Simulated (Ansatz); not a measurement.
# H₂O (triplet): the correlation ladder at distance H1–H2 along a hydrogen transfer = 0.693 Å, cc-pVTZ

Aim: climb from Hartree-Fock through coupled cluster and multireference methods for H₂O (triplet) at one geometry and basis, and see what each rung misses.

Program: Ansatz 0.2.0, Gaussian basis. Level of theory: cc-pVTZ, core rule «outside noble gas», up to 1 orbitals frozen. These are calculated values, not measurements.

To be run: UHF; CCSD(T) on ROHF; CCSD(T) on UHF; BCCD(T) on ROHF; CISD; CCSDT(Q) on ROHF; CCSDT(Q) on UHF; CASSCF and NEVPT2, 4 electrons in 4 orbitals; CASSCF and MRCISD+Q, 8 electrons in 6 orbitals; CASSCF and NEVPT2, 8 electrons in 6 orbitals.

11 further runs of the same task are left out: 1 for a mislabelled method, 9 that didn't finish, 1 set aside as unsound or not needed.

## 1. What is computed

The geometry derives from fragments relaxed apart (PBE0/def2-TZVP) and kept rigid, so it is no stationary point. A hydrogen atom is moved between rigid fragments.

3 atoms, charge 0, spin multiplicity 3.

Atoms are counted from 1 here; the program's logs count them from 0.

Bond lengths: H1–H2 0.693 Å.

## 2. UHF

The input, in.yaml:

```yaml
crystal:
  periodic: [false, false, false]
  atoms:
    - {symbol: H, position_ang: [0.000000, 0.000000, -0.976333]}
    - {symbol: H, position_ang: [0.000000, 0.000000, -0.283333]}
    - {symbol: O, position_ang: [0.000000, 0.000000, 1.259667]}
basis:
  gaussian: {orbitals: cc-pVTZ}
magnetization: {spin_polarized: true, initial_magnetization: 2}
hamiltonian: {xc: hf}
output: {orbitals: {seedname: orbitals}}
```

The run is started by

```
$ ansatz run in.yaml --threads 1 --pin off --events-out ev --progress --plain --max-ram 2393MiB
```

Further steps of the session: CCSD(T) on ROHF; CCSD(T) on UHF; BCCD(T) on ROHF; CISD; CCSDT(Q) on ROHF; CCSDT(Q) on UHF; CASSCF and NEVPT2, 4 electrons in 4 orbitals; CASSCF and MRCISD+Q, 8 electrons in 6 orbitals; CASSCF and NEVPT2, 8 electrons in 6 orbitals.

Q: Predict the results of all the runs planned. Wanted: UCCSDT(Q) below the RHF energy; RMP2 from UCCSDT(Q); UMP2 from UCCSDT(Q); RCCSD from UCCSDT(Q); RCCSD(T) from UCCSDT(Q); UCCSD(T) from UCCSDT(Q); RCCSDT(Q) from UCCSDT(Q); NEVPT2 pair from UCCSDT(Q); NEVPT2 valence from UCCSDT(Q).

**Answer**, as computed:

| quantity | value |
| --- | --- |
| UCCSDT(Q) below the RHF energy | -5.9220 eV |
| RMP2 from UCCSDT(Q) | +768.4 meV |
| UMP2 from UCCSDT(Q) | +765.3 meV |
| RCCSD from UCCSDT(Q) | +121.3 meV |
| RCCSD(T) from UCCSDT(Q) | +16.0 meV |
| UCCSD(T) from UCCSDT(Q) | +13.6 meV |
| RCCSDT(Q) from UCCSDT(Q) | +2.7 meV |
| NEVPT2 pair from UCCSDT(Q) | +741.9 meV |
| NEVPT2 valence from UCCSDT(Q) | +1031.3 meV |
| MRCISD+Q valence from UCCSDT(Q) | +50.5 meV |
| levels within 1 kcal/mol (43 meV) | RCCSD(T), UCCSD(T), BCCD(T), RCCSDT, UCCSDT, RCCSDT(Q) |
| T1 diagnostic | 0.022 |
| effectively unpaired electrons | 2.00 |

RCCSD(T) misses by +16.0 meV, 0.3 % of the correlation energy. One determinant dominates. Of the multireference levels listed MRCISD+Q valence comes nearest in total energy (+50.5 meV), which doesn't show that its space is the better one. These misses are within one basis, not against nature; the frozen cores of restricted and unrestricted runs differ, which can shift their rows.
